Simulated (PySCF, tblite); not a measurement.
**C3H5FOS: dynamics, then NMR shifts on frames**

Aim: move C3H5FOS (`C=C(F)[S@](C)=O`) away from its starting geometry and see how NMR shifts follow the geometry.

The runs use tblite 0.8.0 and PySCF 2.14.0, with density-fitted response routines of our own; the level of theory stands in each step. All values are computed, except where a source is named. Atoms are numbered from 0 throughout.

## 1. The molecule as given

11 atoms, charge 0, multiplicity 1; geometry from: GFN2-xTB.

Bonds of the start (Å): C0–C1 1.31, C1–F2 1.35, C1–S3 1.84, S3–C4 1.85, S3–O5 1.46, C0–H6 1.08, C0–H7 1.08, C4–H8 1.08, C4–H9 1.08, C4–H10 1.09.

## 2. Thermal motion with GFN2-xTB

What the job is given:

```
{"job": {"kind": "md", "xc": "GFN2-xTB", "basis": "xTB", "temperature": 300, "steps": 2000, "every": 50, "frames": 5}, "charge": 0, "multiplicity": 1}
C      1.911910     0.249370     0.035597
C      0.818947    -0.099328     0.675763
F      0.732058    -1.169579     1.486446
S     -0.751228     0.853454     0.601371
C     -1.609223    -0.469525    -0.368394
O     -0.473436     1.939399    -0.332114
H      1.875043     1.129797    -0.581016
H      2.832687    -0.303693     0.094715
H     -1.618278    -1.376949     0.224546
H     -1.089030    -0.617202    -1.308577
H     -2.624024    -0.133073    -0.554300
```

Level: GFN2-xTB Langevin dynamics, gas phase.

On the command line:

```sh
> OMP_NUM_THREADS=1 python probes_run.py task.json out
```

The driver reads the jobs from task.json and runs them one after another.

Log:

```text
t/fs     T/K      E/eV
    0.0   263.2   -570.13518
   25.0   205.6   -569.91285
   50.0   227.1   -569.93556
   75.0   165.8   -569.84512
  100.0   197.9   -569.84060
  125.0   275.1   -569.90553
  150.0   279.1   -569.74282
  175.0   218.9   -569.78652
  200.0   177.1   -569.76247
  225.0   223.4   -569.80373
  250.0   230.7   -569.76836
  275.0   283.2   -569.79923
  300.0   332.3   -569.80082
  325.0   300.1   -569.66295
  350.0   282.5   -569.78308
  375.0   318.6   -569.79702
  400.0   180.0   -569.79053
  425.0   212.8   -569.73956
  450.0   407.1   -569.78397
  475.0   387.6   -569.58004
  500.0   321.9   -569.62277
  525.0   272.9   -569.63480
  550.0   298.2   -569.66913
  575.0   173.3   -569.66489
  600.0   324.3   -569.86229
  625.0   264.6   -569.72081
  650.0   321.8   -569.84712
  675.0   312.4   -569.83901
  700.0   262.3   -569.87661
  725.0   227.4   -569.89703
  750.0   241.8   -569.80730
  775.0   272.5   -569.86966
  800.0   361.4   -569.87641
  825.0   265.8   -569.63961
  850.0   411.0   -569.71872
  875.0   415.6   -569.78764
  900.0   219.7   -569.70367
  925.0   331.8   -569.74902
  950.0   358.1   -569.61943
  975.0   293.9   -569.66995
 1000.0   366.6   -569.80552
```

Run time: 13 s. Hardware: 1 thread of Arm Neoverse N1, shared host; peak memory 0.18 GiB.

Distance from the start (root mean square after alignment): 0 fs 0.00 Å, 200 fs 0.15 Å, 400 fs 0.41 Å, 600 fs 0.18 Å, 800 fs 0.25 Å, 1000 fs 0.89 Å.

Positions (Å) and forces (eV/Å) at 1000 fs:

```xyz
11

C     1.438   -1.124    0.967   -1.656    1.526   -0.703
C     0.151   -0.971    0.743   -0.970    0.286   -0.741
F    -0.809   -1.879    1.090    0.628    0.386   -0.187
S    -0.577    0.489   -0.283    1.998    0.522    1.561
C    -0.910   -0.520   -1.735   -1.214   -0.268    0.008
O     0.683    1.256   -0.457   -1.132   -0.323   -0.302
H     2.143   -0.364    0.763    0.211    0.571   -0.471
H     1.770   -1.949    1.449    0.980   -2.280    1.378
H    -0.056   -1.050   -2.049    0.973   -0.435   -0.486
H    -1.355    0.062   -2.543    0.205    0.029    0.182
H    -1.654   -1.226   -1.357   -0.023   -0.013   -0.238
```

## 3. NMR shieldings: 250 fs, PBE0/pcSseg-1

What the job is given:

```
{"job": {"kind": "nmr", "xc": "PBE0", "basis": "pcSseg-1", "pop": false}, "charge": 0, "multiplicity": 1}
C      1.693500    -0.524400     0.167500
C      0.514900    -0.555000     0.765000
F      0.024200    -1.749200     1.254100
S     -0.929500     0.602600     0.741800
C     -1.932800    -0.355000    -0.600100
O     -0.441500     1.752700    -0.043100
H      2.002400     0.346600    -0.311500
H      2.319200    -1.430200     0.301600
H     -2.052100    -1.391700    -0.338700
H     -1.359300    -0.335500    -1.549600
H     -2.953700     0.074100    -0.726600
```

With the program's defaults for keys left out, this is: GIAO PBE0/pcSseg-1 NMR shielding, non-relativistic, gas phase.

Log:

```text
coarse grid: 10160 points
cycle   1  E = -689.7238319157  dE =  8.883e-01  |g| = 1.018e+00  |ddm| = 3.095e+00
cycle   2  E = -688.3654002723  dE =  1.358e+00  |g| = 2.706e+00  |ddm| = 4.215e+00
cycle   3  E = -689.9028643985  dE = -1.537e+00  |g| = 3.159e-01  |ddm| = 3.735e+00
cycle   4  E = -689.9180659181  dE = -1.520e-02  |g| = 1.847e-01  |ddm| = 4.561e-01
cycle   5  E = -689.9239868310  dE = -5.921e-03  |g| = 3.233e-02  |ddm| = 1.514e-01
cycle   6  E = -689.9242190107  dE = -2.322e-04  |g| = 1.115e-02  |ddm| = 3.666e-02
cycle   7  E = -689.9242462399  dE = -2.723e-05  |g| = 2.597e-03  |ddm| = 1.216e-02
cycle   8  E = -689.9242477817  dE = -1.542e-06  |g| = 7.598e-04  |ddm| = 3.784e-03
final grid: 95048 points
cycle   9  E = -689.9789651401  dE = -1.425e-05  |g| = 1.054e-02  |ddm| = 2.186e-02
cycle  10  E = -689.9789226647  dE =  4.248e-05  |g| = 1.786e-02  |ddm| = 2.577e-02
cycle  11  E = -689.9789881141  dE = -6.545e-05  |g| = 2.535e-03  |ddm| = 1.793e-02
cycle  12  E = -689.9789893865  dE = -1.272e-06  |g| = 3.772e-04  |ddm| = 2.314e-03
cycle  13  E = -689.9789894078  dE = -2.135e-08  |g| = 1.809e-04  |ddm| = 4.255e-04
cycle  14  E = -689.9789894145  dE = -6.634e-09  |g| = 3.975e-05  |ddm| = 1.747e-04
cycle  15  E = -689.9789894148  dE = -3.611e-10  |g| = 1.409e-05  |ddm| = 4.604e-05
converged SCF energy = -689.9789894148

GIAO shielding tensors (ppm)
atom      isotropic    diamagn.    paramagn.     s11        s22        s33       span
  0 C       81.343     256.582    -175.239    -37.251    103.368    177.911    215.161
  1 C       -5.826     260.897    -266.724   -112.762     43.201     52.082    164.845
  2 F      264.585     476.159    -211.574    177.306    293.988    322.460    145.154
  3 S      115.913    1051.639    -935.726    -11.695     13.253    346.180    357.875
  4 C      122.700     253.014    -130.314     75.881    106.542    185.676    109.795
  5 O      258.532     398.805    -140.272     37.463    277.512    460.623    423.159
  6 H       26.135      32.472      -6.337     22.981     25.371     30.054      7.073
  7 H       24.795      28.128      -3.333     21.411     23.814     29.159      7.748
  8 H       29.043      30.863      -1.820     25.912     27.643     33.574      7.662
  9 H       28.375      30.436      -2.061     26.053     27.278     31.792      5.739
 10 H       27.668      28.164      -0.497     25.172     25.791     32.039      6.867
```

It took 17 s on 1 thread of Arm Neoverse N1, shared host; peak memory 0.63 GiB.

The references, computed at this level on geometries of the same kind, shield at (ppm): 1H TMS 31.72, 13C TMS 186.9, 19F CFCl3 170.9, 17O H2O 336.1, 33S CS2 504. Their shielding less the atom's gives the shift. The references are single molecules in the gas phase, so shifts against H2O, NH3, PH3, H3PO4 or CFCl3 are not on the usual liquid scales and can be off by tens of ppm. Each atom is listed at this fixed geometry, with no averaging over motion; a spectrum would average atoms that exchange fast.

```csv
atoms,environment,σ (ppm),δ (ppm)
C1,fully substituted alkene carbon,-5.8,192.8
C0,terminal =CH2 carbon,81.3,105.6
C4,methyl carbon bonded to S,122.7,64.2
H7,hydrogen on a terminal =CH2 carbon,24.79,6.92
H6,hydrogen on a terminal =CH2 carbon,26.14,5.58
H10,hydrogen on a methyl carbon bonded to S,27.67,4.05
H9,hydrogen on a methyl carbon bonded to S,28.37,3.34
H8,hydrogen on a methyl carbon bonded to S,29.04,2.67
F2,vinylic fluorine,264.6,-93.6
S3,sulfoxide sulfur,116,388
O5,S=O oxygen,258.5,77.5
```

## 4. Nuclear shieldings: 425 fs, PBE0/pcSseg-1

What the job is given:

```
{"job": {"kind": "nmr", "xc": "PBE0", "basis": "pcSseg-1", "pop": false}, "charge": 0, "multiplicity": 1}
C      1.899900    -1.000900     0.616900
C      0.619200    -1.081200     0.803900
F     -0.125200    -2.063300     1.235900
S     -0.598700     0.400300     0.687100
C     -1.847200    -0.571800    -0.112700
O      0.033400     1.285500    -0.269600
H      2.267000    -0.083500     0.168400
H      2.565400    -1.812200     0.814100
H     -2.495900    -0.949100     0.654600
H     -1.452200    -1.346800    -0.761800
H     -2.404200     0.217100    -0.727500
```

With the program's defaults for keys left out, this is: GIAO PBE0/pcSseg-1 NMR shielding, non-relativistic, gas phase.

Log:

```text
coarse grid: 10160 points
cycle   1  E = -689.7388371698  dE =  1.154e+00  |g| = 9.822e-01  |ddm| = 3.178e+00
cycle   2  E = -688.7636756325  dE =  9.752e-01  |g| = 2.359e+00  |ddm| = 3.825e+00
cycle   3  E = -689.9076163146  dE = -1.144e+00  |g| = 2.688e-01  |ddm| = 3.306e+00
cycle   4  E = -689.9203027678  dE = -1.269e-02  |g| = 1.325e-01  |ddm| = 3.844e-01
cycle   5  E = -689.9232925637  dE = -2.990e-03  |g| = 2.627e-02  |ddm| = 1.158e-01
cycle   6  E = -689.9234233018  dE = -1.307e-04  |g| = 9.051e-03  |ddm| = 2.633e-02
cycle   7  E = -689.9234401402  dE = -1.684e-05  |g| = 2.304e-03  |ddm| = 8.875e-03
cycle   8  E = -689.9234413968  dE = -1.257e-06  |g| = 5.908e-04  |ddm| = 3.386e-03
final grid: 95048 points
cycle   9  E = -689.9782216021  dE = -2.032e-05  |g| = 9.709e-03  |ddm| = 2.444e-02
cycle  10  E = -689.9781846879  dE =  3.691e-05  |g| = 1.638e-02  |ddm| = 2.523e-02
cycle  11  E = -689.9782411639  dE = -5.648e-05  |g| = 2.579e-03  |ddm| = 1.785e-02
cycle  12  E = -689.9782424914  dE = -1.328e-06  |g| = 2.742e-04  |ddm| = 2.262e-03
cycle  13  E = -689.9782425031  dE = -1.164e-08  |g| = 1.446e-04  |ddm| = 3.032e-04
cycle  14  E = -689.9782425065  dE = -3.446e-09  |g| = 3.216e-05  |ddm| = 1.282e-04
cycle  15  E = -689.9782425067  dE = -2.514e-10  |g| = 7.789e-06  |ddm| = 4.198e-05
converged SCF energy = -689.9782425067

GIAO shielding tensors (ppm)
atom      isotropic    diamagn.    paramagn.     s11        s22        s33       span
  0 C      100.420     257.780    -157.360     -2.014    117.220    186.055    188.069
  1 C       -2.141     262.340    -264.481   -103.785     43.254     54.107    157.892
  2 F      278.906     475.910    -197.004    206.851    254.003    375.864    169.013
  3 S      150.006    1053.206    -903.200    -40.783     78.842    411.960    452.743
  4 C      145.161     256.125    -110.964    110.420    145.414    179.649     69.230
  5 O      266.176     399.726    -133.550     38.680    258.563    501.284    462.603
  6 H       26.251      31.628      -5.377     24.277     25.019     29.458      5.181
  7 H       26.520      28.540      -2.019     23.215     25.351     30.994      7.779
  8 H       29.294      30.113      -0.819     26.033     27.733     34.114      8.081
  9 H       28.230      31.114      -2.885     24.338     27.991     32.360      8.022
 10 H       28.123      28.095       0.027     25.314     26.223     32.832      7.518
```

Wall time 16 s (1 thread of Arm Neoverse N1, shared host); peak memory 0.68 GiB.

Key values: δ C1 189.1, C0 86.5, C4 41.8, F2 -108.0, H6 5.47, H7 5.20 ppm.

## 5. Shielding tensors: 625 fs, PBE0/pcSseg-1

What the job is given:

```
{"job": {"kind": "nmr", "xc": "PBE0", "basis": "pcSseg-1", "pop": false}, "charge": 0, "multiplicity": 1}
C      2.053500    -1.143200     0.521900
C      0.805000    -1.278400     0.866400
F      0.274100    -2.406900     1.411100
S     -0.240500     0.170300     0.697100
C     -1.316800    -0.782100    -0.448300
O      0.423600     1.031300    -0.326300
H      2.408600    -0.274400     0.024300
H      2.733000    -1.964400     0.666300
H     -1.559100    -1.737900     0.147500
H     -0.659600    -1.057400    -1.297500
H     -2.238400    -0.287700    -0.687900
```

Level: GIAO PBE0/pcSseg-1 NMR shielding, non-relativistic, gas phase.

Log:

```text
coarse grid: 10160 points
cycle   1  E = -689.7277270364  dE =  1.055e+00  |g| = 1.007e+00  |ddm| = 3.128e+00
cycle   2  E = -688.4539469361  dE =  1.274e+00  |g| = 2.631e+00  |ddm| = 4.279e+00
cycle   3  E = -689.9101338142  dE = -1.456e+00  |g| = 2.791e-01  |ddm| = 3.742e+00
cycle   4  E = -689.9216246971  dE = -1.149e-02  |g| = 1.653e-01  |ddm| = 4.043e-01
cycle   5  E = -689.9261232661  dE = -4.499e-03  |g| = 2.981e-02  |ddm| = 1.348e-01
cycle   6  E = -689.9263082295  dE = -1.850e-04  |g| = 9.539e-03  |ddm| = 3.054e-02
cycle   7  E = -689.9263275936  dE = -1.936e-05  |g| = 2.244e-03  |ddm| = 1.001e-02
cycle   8  E = -689.9263287631  dE = -1.170e-06  |g| = 6.909e-04  |ddm| = 3.549e-03
final grid: 95048 points
cycle   9  E = -689.9813538133  dE = -1.889e-05  |g| = 9.553e-03  |ddm| = 2.396e-02
cycle  10  E = -689.9813158206  dE =  3.799e-05  |g| = 1.657e-02  |ddm| = 2.502e-02
cycle  11  E = -689.9813723202  dE = -5.650e-05  |g| = 2.679e-03  |ddm| = 1.771e-02
cycle  12  E = -689.9813737858  dE = -1.466e-06  |g| = 2.967e-04  |ddm| = 2.388e-03
cycle  13  E = -689.9813737984  dE = -1.263e-08  |g| = 1.610e-04  |ddm| = 3.448e-04
cycle  14  E = -689.9813738026  dE = -4.197e-09  |g| = 3.080e-05  |ddm| = 1.387e-04
cycle  15  E = -689.9813738028  dE = -2.211e-10  |g| = 9.481e-06  |ddm| = 4.208e-05
converged SCF energy = -689.9813738028

GIAO shielding tensors (ppm)
atom      isotropic    diamagn.    paramagn.     s11        s22        s33       span
  0 C       84.124     256.007    -171.883    -25.684     92.205    185.852    211.535
  1 C       -1.727     263.574    -265.302   -115.424     47.931     62.311    177.735
  2 F      286.408     473.965    -187.557    205.193    291.059    362.971    157.778
  3 S      203.866    1053.162    -849.296     29.875    127.491    454.231    424.355
  4 C      131.539     254.635    -123.095     87.870    128.484    178.263     90.393
  5 O      250.347     399.941    -149.594     55.298    260.942    434.801    379.503
  6 H       25.726      31.645      -5.918     22.853     23.609     30.718      7.865
  7 H       26.132      27.984      -1.852     22.849     24.976     30.572      7.723
  8 H       27.620      28.777      -1.157     22.981     27.600     32.279      9.299
  9 H       28.664      30.447      -1.783     26.274     27.722     31.996      5.722
 10 H       28.519      30.297      -1.778     25.697     26.257     33.603      7.906
```

It took 16 s on 1 thread of Arm Neoverse N1, shared host; peak memory 0.68 GiB.

Key values: δ C1 188.7, C0 102.8, C4 55.4, F2 -115.5, H6 5.99, H7 5.58 ppm.

## 6. Shielding tensors: 800 fs, PBE0/pcSseg-1

What the job is given:

```
{"job": {"kind": "nmr", "xc": "PBE0", "basis": "pcSseg-1", "pop": false}, "charge": 0, "multiplicity": 1}
C      1.816700    -0.997000     0.424900
C      0.524900    -0.944800     0.768800
F     -0.216900    -2.036300     1.225300
S     -0.609200     0.357600     0.219700
C     -1.001800    -0.529800    -1.351000
O      0.298200     1.477600    -0.151800
H      2.305000    -0.070200     0.047000
H      2.458000    -1.836300     0.668600
H     -1.761800    -1.295400    -1.193100
H     -0.071500    -0.926200    -1.700800
H     -1.435200     0.255800    -1.981900
```

Level: GIAO PBE0/pcSseg-1 NMR shielding, non-relativistic, gas phase.

Log:

```text
coarse grid: 10160 points
cycle   1  E = -689.7363480116  dE =  9.187e-01  |g| = 1.001e+00  |ddm| = 3.107e+00
cycle   2  E = -688.5682384314  dE =  1.168e+00  |g| = 2.556e+00  |ddm| = 4.275e+00
cycle   3  E = -689.9140318785  dE = -1.346e+00  |g| = 2.818e-01  |ddm| = 3.740e+00
cycle   4  E = -689.9256027684  dE = -1.157e-02  |g| = 1.698e-01  |ddm| = 4.006e-01
cycle   5  E = -689.9303448200  dE = -4.742e-03  |g| = 3.053e-02  |ddm| = 1.324e-01
cycle   6  E = -689.9305413491  dE = -1.965e-04  |g| = 9.658e-03  |ddm| = 3.119e-02
cycle   7  E = -689.9305613460  dE = -2.000e-05  |g| = 2.086e-03  |ddm| = 1.024e-02
cycle   8  E = -689.9305623789  dE = -1.033e-06  |g| = 6.244e-04  |ddm| = 3.576e-03
final grid: 95048 points
cycle   9  E = -689.9863967178  dE = -1.895e-05  |g| = 1.003e-02  |ddm| = 2.286e-02
cycle  10  E = -689.9863593317  dE =  3.739e-05  |g| = 1.689e-02  |ddm| = 2.482e-02
cycle  11  E = -689.9864171919  dE = -5.786e-05  |g| = 2.653e-03  |ddm| = 1.742e-02
cycle  12  E = -689.9864185889  dE = -1.397e-06  |g| = 4.151e-04  |ddm| = 2.429e-03
cycle  13  E = -689.9864186140  dE = -2.508e-08  |g| = 1.925e-04  |ddm| = 4.474e-04
cycle  14  E = -689.9864186210  dE = -6.931e-09  |g| = 3.767e-05  |ddm| = 1.794e-04
cycle  15  E = -689.9864186213  dE = -3.271e-10  |g| = 1.336e-05  |ddm| = 4.582e-05
converged SCF energy = -689.9864186213

GIAO shielding tensors (ppm)
atom      isotropic    diamagn.    paramagn.     s11        s22        s33       span
  0 C       80.810     256.924    -176.114    -32.709     91.070    184.068    216.777
  1 C      -15.409     260.637    -276.046   -128.810     40.390     42.194    171.004
  2 F      262.423     474.944    -212.521    165.432    280.565    341.273    175.841
  3 S      176.299    1052.870    -876.571     20.693     84.257    423.948    403.255
  4 C      129.159     255.631    -126.471     99.151    103.866    184.461     85.310
  5 O      272.780     398.705    -125.925     89.650    257.796    470.894    381.243
  6 H       24.559      30.195      -5.637     22.179     22.780     28.717      6.539
  7 H       25.645      28.094      -2.449     22.470     24.869     29.596      7.126
  8 H       28.563      30.011      -1.448     25.513     26.991     33.186      7.673
  9 H       29.199      31.810      -2.611     26.668     29.121     31.808      5.140
 10 H       28.668      29.658      -0.990     26.056     26.288     33.660      7.604
```

Wall time 16 s (1 thread of Arm Neoverse N1, shared host); peak memory 0.68 GiB.

In short: δ C1 202.3, C0 106.1, C4 57.8, F2 -91.5, H6 7.16, H7 6.07 ppm.

## 7. Nuclear shieldings: 1000 fs, PBE0/pcSseg-1

What the job is given:

```
{"job": {"kind": "nmr", "xc": "PBE0", "basis": "pcSseg-1", "pop": false}, "charge": 0, "multiplicity": 1}
C      1.438500    -1.124300     0.967400
C      0.151100    -0.970700     0.742700
F     -0.809400    -1.878900     1.089900
S     -0.576500     0.489500    -0.283300
C     -0.909700    -0.520000    -1.735200
O      0.683000     1.255500    -0.457300
H      2.143100    -0.364200     0.763400
H      1.769600    -1.949200     1.449300
H     -0.056000    -1.050100    -2.049200
H     -1.355300     0.062400    -2.542600
H     -1.653900    -1.225500    -1.357500
```

Level: GIAO PBE0/pcSseg-1 NMR shielding, non-relativistic, gas phase.

Log:

```text
coarse grid: 10160 points
cycle   1  E = -689.7197843346  dE =  1.019e+00  |g| = 1.025e+00  |ddm| = 3.138e+00
cycle   2  E = -688.3190486207  dE =  1.401e+00  |g| = 2.728e+00  |ddm| = 4.480e+00
cycle   3  E = -689.9058694092  dE = -1.587e+00  |g| = 3.092e-01  |ddm| = 3.984e+00
cycle   4  E = -689.9208755071  dE = -1.501e-02  |g| = 1.726e-01  |ddm| = 4.454e-01
cycle   5  E = -689.9256987428  dE = -4.823e-03  |g| = 3.316e-02  |ddm| = 1.413e-01
cycle   6  E = -689.9259241137  dE = -2.254e-04  |g| = 1.125e-02  |ddm| = 3.406e-02
cycle   7  E = -689.9259508139  dE = -2.670e-05  |g| = 2.509e-03  |ddm| = 1.207e-02
cycle   8  E = -689.9259523288  dE = -1.515e-06  |g| = 4.849e-04  |ddm| = 4.102e-03
final grid: 95048 points
cycle   9  E = -689.9812272576  dE = -1.965e-05  |g| = 1.036e-02  |ddm| = 2.308e-02
cycle  10  E = -689.9811859533  dE =  4.130e-05  |g| = 1.758e-02  |ddm| = 2.599e-02
cycle  11  E = -689.9812490376  dE = -6.308e-05  |g| = 2.869e-03  |ddm| = 1.864e-02
cycle  12  E = -689.9812506877  dE = -1.650e-06  |g| = 3.841e-04  |ddm| = 2.611e-03
cycle  13  E = -689.9812507097  dE = -2.202e-08  |g| = 1.824e-04  |ddm| = 4.224e-04
cycle  14  E = -689.9812507158  dE = -6.170e-09  |g| = 3.704e-05  |ddm| = 1.686e-04
cycle  15  E = -689.9812507162  dE = -3.295e-10  |g| = 1.162e-05  |ddm| = 5.005e-05
converged SCF energy = -689.9812507162

GIAO shielding tensors (ppm)
atom      isotropic    diamagn.    paramagn.     s11        s22        s33       span
  0 C       93.828     255.807    -161.978    -18.440    103.327    196.598    215.038
  1 C      -13.723     259.691    -273.413   -116.944     32.433     43.343    160.288
  2 F      266.135     474.743    -208.608    185.759    279.752    332.894    147.135
  3 S      136.210    1052.415    -916.205    -34.715     60.570    382.776    417.492
  4 C      145.801     255.909    -110.108    120.330    131.154    185.919     65.589
  5 O      249.636     398.840    -149.204     42.171    248.845    457.892    415.721
  6 H       26.047      32.150      -6.103     23.726     24.255     30.160      6.434
  7 H       27.375      30.733      -3.358     23.610     26.847     31.669      8.059
  8 H       29.787      31.717      -1.930     26.352     28.841     34.169      7.817
  9 H       28.848      28.946      -0.098     25.943     26.423     34.178      8.235
 10 H       29.505      30.219      -0.714     25.740     28.745     34.030      8.290
```

Run time: 17 s. Hardware: 1 thread of Arm Neoverse N1, shared host; peak memory 0.68 GiB.

Key values: δ C1 200.6, C0 93.1, C4 41.1, F2 -95.2, H6 5.67, H7 4.34 ppm.

## 8. Comparing the runs: NMR shifts

Shifts (ppm) of some atoms, chosen among heavy atoms and hydrogens apart, with basis size and wall time:

```csv
frame,C0,C4,H7,H8,F2,S3,O5,functions,time
250 fs,105.6,64.2,6.92,2.67,-93.6,388,77.5,134,17 s
425 fs,86.5,41.8,5.20,2.42,-108.0,354,69.9,134,16 s
625 fs,102.8,55.4,5.58,4.10,-115.5,300,85.7,134,16 s
800 fs,106.1,57.8,6.07,3.15,-91.5,327,63.3,134,16 s
1000 fs,93.1,41.1,4.34,1.93,-95.2,368,86.4,134,17 s
```

## 9. Results

```
                                        quantity                             value
                                      thermostat                             300 K
                   mean temperature, second half                             301 K
         mean potential energy above the minimum                           0.38 eV
  13C shifts against TMS (PBE0/pcSseg-1, 250 fs)            192.8, 105.6, 64.2 ppm
   1H shifts against TMS (PBE0/pcSseg-1, 250 fs)  6.92, 5.58, 4.05, 3.34, 2.67 ppm
19F shifts against CFCl3 (PBE0/pcSseg-1, 250 fs)                         -93.6 ppm
  33S shifts against CS2 (PBE0/pcSseg-1, 250 fs)                           388 ppm
  17O shifts against H2O (PBE0/pcSseg-1, 250 fs)                          77.5 ppm
                        range of the shift of S3                    300 to 388 ppm
```

**Reading.** In the second half the potential energy averages 0.38 eV above the minimum; equipartition over 27 harmonic modes at 300 K would give 0.35 eV. With 11 atoms the temperature swings widely (166 to 416 K). Shifts at one fixed geometry are not the observed spectrum, which averages over the motion. In the first frame run (250 fs): The largest span, 423 ppm, is at O5, where the paramagnetic term is -140 ppm. In ppm, S3 moves most: its shift spreads over 88 ppm, from 300 (625 fs) to 388 (250 fs).
